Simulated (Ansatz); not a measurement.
Input file:

```yaml
crystal:
  periodic: [false, false, false]
  atoms:
    - {symbol: Si, position_ang: [0.000000, -0.139453, 1.671406]}
    - {symbol: Ge, position_ang: [0.000000, 0.056604, -0.661833]}
    - {symbol: H, position_ang: [0.000000, 1.267918, 2.228287]}
    - {symbol: H, position_ang: [0.000000, -1.461483, -1.103914]}
basis:
  gaussian: {orbitals: cc-pVDZ}
total_charge: 1
magnetization: {spin_polarized: false, initial_magnetization: 1}
correlation: {method: ccsd_t, electrons: outside_noble_gas}
output: {forces: true}
```

```sh
$ ansatz run in.yaml --threads 1 --pin off --events-out ev --progress --plain --max-ram 4096MiB --backend cpu
```

Log:

```
599 factors; integrals over basis functions are off by at most 1.2e-3 eV
mean field evaluation 1: about -64355.8318 eV, gradient 8.9e0 eV
mean field evaluation 2: about -64355.8468 eV, gradient 8.9e0 eV
mean field evaluation 4: about -64356.3491 eV, gradient 7.9e-1 eV
mean field evaluation 8: about -64356.3597 eV, gradient 1.1e-1 eV
mean field evaluation 16: about -64356.3609 eV, gradient 5.8e-2 eV
mean field evaluation 32: about -64356.4423 eV, gradient 4.0e-1 eV
mean field evaluation 64: about -64356.3613 eV, gradient 5.4e-6 eV
mean field evaluation 96: about -64356.1980 eV, gradient 2.8e0 eV
mean field evaluation 128: about -64356.3444 eV, gradient 1.0e0 eV
mean field evaluation 160: about -64349.9956 eV, gradient 1.7e-2 eV
...
mean field evaluation 576: about -64356.7964 eV, gradient 7.2e-1 eV
mean field evaluation 608: about -64356.7206 eV, gradient 7.5e-1 eV
mean field evaluation 640: about -64356.7751 eV, gradient 2.4e-1 eV
mean field evaluation 672: about -64356.7047 eV, gradient 1.1e-2 eV
mean field evaluation 704: about -64356.3559 eV, gradient 1.6e-4 eV
mean field evaluation 736: about -64356.3613 eV, gradient 2.3e-6 eV
determinant -64356.46463979 eV, -2365.0564531339 hartree, with singles and doubles -64361.28126123 eV, -2365.2334607068 hartree
determinant -64356.36131838 eV, -2365.0526561420 hartree, with singles and doubles -64361.56266945 eV, -2365.2438022681 hartree
determinant -64353.75806919 eV, -2364.9569884989 hartree, with singles and doubles -64359.30978148 eV, -2365.1610101622 hartree
determinant -64353.71135441 eV, -2364.9552717624 hartree, with singles and doubles -64359.30861677 eV, -2365.1609673601 hartree
determinant -64353.21046110 eV, -2364.9368642728 hartree, with singles and doubles -64358.39708852 eV, -2365.1274693146 hartree
determinant -64353.20616949 eV, -2364.9367065591 hartree, with singles and doubles -64358.93909205 eV, -2365.1473875772 hartree
determinant -64356.46463979 eV, -2365.0564531339 hartree, with singles and doubles -64361.28135716 eV, -2365.2334642323 hartree
determinant -64356.36131838 eV, -2365.0526561420 hartree, with singles and doubles -64361.56283594 eV, -2365.2438083866 hartree
determinant -64356.14156648 eV, -2365.0445804086 hartree, with singles and doubles -64361.53605454 eV, -2365.2428241882 hartree
determinant -64356.14156648 eV, -2365.0445804086 hartree, with singles and doubles -64361.53672455 eV, -2365.2428488107 hartree
unrestricted determinant -64356.87573529 eV, -2365.0715606146 hartree, S^2 1.4454
19 core orbitals not correlated: weight in the atoms' cores, before any rotation towards them, 1.000 or more for the frozen orbitals, at most 0.000 for the correlated occupied ones
reference -64356.36131838 eV, -2365.0526561420 hartree; 5, 4 occupied and 31, 32 virtual orbitals, 599 factors
second order -4.13108913 eV of doubles, -0.03718309 eV of singles
cycle   1  -5.20151876 eV  change   -1.2e-6 eV  update   3.4e-6
cycle   2  -5.20151897 eV  change   -2.2e-7 eV  update   2.2e-6
cycle   3  -5.20151805 eV  change    9.3e-7 eV  update   1.5e-6
cycle   4  -5.20151775 eV  change    2.9e-7 eV  update   7.5e-7
perturbative correction -0.26374066 eV, -0.0096922904 hartree
the calculation of the forces begins
Total energy: -64361.82657679 eV, -2365.2535006841 hartree
Atom 0 at     0.000000    -0.139453     1.671406 Å, force    -0.000000     1.201827    -0.354114 eV/Å
Atom 1 at     0.000000     0.056604    -0.661833 Å, force     0.000000    -1.208402     0.386468 eV/Å
Atom 2 at     0.000000     1.267918     2.228287 Å, force    -0.000000    -0.337641     0.570680 eV/Å
Atom 3 at     0.000000    -1.461483    -1.103914 Å, force    -0.000000     0.344216    -0.603033 eV/Å
Dipole moment:     0.000000    -0.027041     0.399449 e Å
```

Forces (eV/Å):
```
Si   0.000  1.202 -0.354
Ge   0.000 -1.208  0.386
H    0.000 -0.338  0.571
H    0.000  0.344 -0.603
```

For the same geometry and basis RCCSDTQ lies 79.2 meV lower.

Ran on 1 thread of AMD EPYC 7R13, shared host: 32 s wall, 0.18 GiB peak host memory.
